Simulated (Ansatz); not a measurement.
`F[BH][AlH2]`, charge 0, multiplicity 1.

Task: Give a relaxed structure at PBE0-D4/def2-TZVP (Ansatz). (An estimate is asked.)

Result: Ansatz gave: 
```xyz
6

F     0.7696    1.7245    0.9789
B    -0.2234    0.9790    0.5052
Al    0.1774   -0.9068   -0.4704
H    -1.3232    1.4533    0.6749
H     0.2091   -2.2662    0.3579
H     0.3905   -0.9838   -2.0464
```
Point group Cs.
